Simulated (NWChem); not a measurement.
The numbers come from NWChem runs, not from measurements. System: acetamide (C$_{2}$H$_{5}$NO), charge 0, spin multiplicity 1, at a geometry optimised with PBE0/def2-SVP. Level: RHF/def2-TZVP.

The NWChem input:

```
start mol
memory heap 200 mb stack 900 mb global 1100 mb
geometry units angstroms nocenter noautoz noautosym
  C     -0.718144     1.199576    -0.001492
  C      0.169320    -0.027425    -0.005554
  N     -0.497316    -1.215645    -0.022461
  O      1.379611     0.036013     0.023844
  H     -1.153698     1.342204     1.000205
  H     -1.545830     1.115648    -0.721819
  H     -0.105326     2.075420    -0.243647
  H      0.046232    -2.067891     0.010226
  H     -1.504106    -1.276878    -0.036216
end
basis spherical
  * library def2-tzvp
end
scf
  rhf
  nopen 0
  maxiter 100
  thresh 1e-7
  semidirect memsize 60000000 filesize 0
end
task scf energy
```

NWChem printed:

```
             Northwest Computational Chemistry Package (NWChem) 7.3.0
             --------------------------------------------------------

                                NWChem Input Module
                                -------------------

 Scaling coordinates for geometry "geometry" by  1.889725989
 (inverse scale =  0.529177249)

                             Geometry "geometry" -> ""
                             -------------------------

 Output coordinates in angstroms (scale by  1.889725989 to convert to a.u.)

  No.       Tag          Charge          X              Y              Z
 ---- ---------------- ---------- -------------- -------------- --------------
    1 C                    6.0000    -0.71814400     1.19957600    -0.00149200
    2 C                    6.0000     0.16932000    -0.02742500    -0.00555400
    3 N                    7.0000    -0.49731600    -1.21564500    -0.02246100
    4 O                    8.0000     1.37961100     0.03601300     0.02384400
    5 H                    1.0000    -1.15369800     1.34220400     1.00020500
    6 H                    1.0000    -1.54583000     1.11564800    -0.72181900
    7 H                    1.0000    -0.10532600     2.07542000    -0.24364700
    8 H                    1.0000     0.04623200    -2.06789100     0.01022600
    9 H                    1.0000    -1.50410600    -1.27687800    -0.03621600

 Effective nuclear repulsion energy (a.u.)     121.7881825598

            Nuclear Dipole moment (a.u.)
            ----------------------------
        X                 Y               Z
 ---------------- ---------------- ----------------
     0.0000075589    -0.0000037795    -0.0000037795


 Summary of "ao basis" -> "" (spherical)
 ------------------------------------------------------------------------------
       Tag                 Description            Shells   Functions and Types
 ---------------- ------------------------------  ------  ---------------------
 *                         def2-tzvp                  on all atoms

 Summary of "ao basis" -> "ao basis" (spherical)
 ------------------------------------------------------------------------------
[...]
 Vector   17  Occ=0.000000D+00  E= 1.186752D-01
              MO Center= -1.5D+00, -5.4D-01, -2.5D-02, r^2= 6.9D+00
   Bfn.  Coefficient  Atom+Function         Bfn.  Coefficient  Atom+Function
  ----- ------------  ---------------      ----- ------------  ---------------
     5      5.148567  1 C  s                 36     -2.140456  2 C  s
    67      1.590399  3 N  s                151     -1.531571  9 H  s
   133     -1.480350  6 H  s                127     -1.451879  5 H  s
   139     -1.049352  7 H  s                 44     -0.838285  2 C  py
   145     -0.824558  8 H  s                  4     -0.542795  1 C  s

 Vector   18  Occ=0.000000D+00  E= 1.675849D-01
              MO Center= -7.1D-01, -2.8D-01,  2.4D-01, r^2= 9.1D+00
   Bfn.  Coefficient  Atom+Function         Bfn.  Coefficient  Atom+Function
  ----- ------------  ---------------      ----- ------------  ---------------
     5      4.909238  1 C  s                127     -2.179845  5 H  s
    36     -1.807377  2 C  s                133     -1.476189  6 H  s
   145      1.436487  8 H  s                 67     -1.235161  3 N  s
   139     -1.152824  7 H  s                151      0.695037  9 H  s
     4     -0.450426  1 C  s                 75      0.392486  3 N  py

 Vector   19  Occ=0.000000D+00  E= 1.771901D-01
              MO Center= -5.2D-01, -1.2D-01,  2.6D-02, r^2= 6.0D+00
   Bfn.  Coefficient  Atom+Function         Bfn.  Coefficient  Atom+Function
  ----- ------------  ---------------      ----- ------------  ---------------
   127      1.431668  5 H  s                133     -1.383441  6 H  s
   145      1.150368  8 H  s                 14     -0.935316  1 C  pz
   151     -0.747628  9 H  s                 74     -0.704740  3 N  px
    67     -0.518374  3 N  s                 36      0.448528  2 C  s
   139     -0.316623  7 H  s                107      0.286652  4 O  pz

 center of mass
 --------------
 x =   0.13510511 y =  -0.03787071 z =  -0.00028408

 moments of inertia (a.u.)
 ------------------
         189.061197392310           9.742417624243          -2.598304643092
           9.742417624243         170.668653472726          -1.547375225484
          -2.598304643092          -1.547375225484         348.222829723053

  Mulliken analysis of the total density
  --------------------------------------

    Atom       Charge   Shell Charges
 -----------   ------   -------------------------------------------------------
    1 C    6     6.32   0.85  1.12  0.47  0.67  0.07  1.26  1.41  0.40  0.02  0.04  0.00
    2 C    6     5.53   0.86  1.12  0.52  0.47  0.06  1.15  0.95  0.11  0.06  0.21  0.02
    3 N    7     7.56   0.82  1.16  0.50  0.81  0.14  1.54  1.81  0.73  0.01  0.03  0.00
    4 O    8     8.50   0.79  1.18  0.58  0.94  0.35  1.84  1.97  0.82  0.00  0.03  0.00
    5 H    1     0.87   0.26  0.49  0.10  0.02
    6 H    1     0.89   0.26  0.49  0.11  0.02
    7 H    1     0.86   0.26  0.48  0.09  0.02
    8 H    1     0.73   0.25  0.39  0.05  0.04
    9 H    1     0.74   0.26  0.40  0.04  0.04

       Multipole analysis of the density wrt the origin
       ------------------------------------------------

     L   x y z        total         open         nuclear
     -   - - -        -----         ----         -------
     0   0 0 0     -0.000000      0.000000     32.000000

     1   1 0 0     -1.624930      0.000000      0.000008
     1   0 1 0     -0.348571      0.000000     -0.000004
     1   0 0 1     -0.003054      0.000000     -0.000004

     2   2 0 0    -20.283000      0.000000     93.634914
     2   1 1 0      0.184428      0.000000     -7.977832
     2   1 0 1     -0.061489      0.000000      1.373518
     2   0 2 0    -14.637668      0.000000    115.179230
     2   0 1 1     -0.043387      0.000000      0.874152
     2   0 0 2    -18.697718      0.000000      5.679745

 Task  times  cpu:       31.4s     wall:       31.4s

 Total times  cpu:       31.4s     wall:       31.4s
```
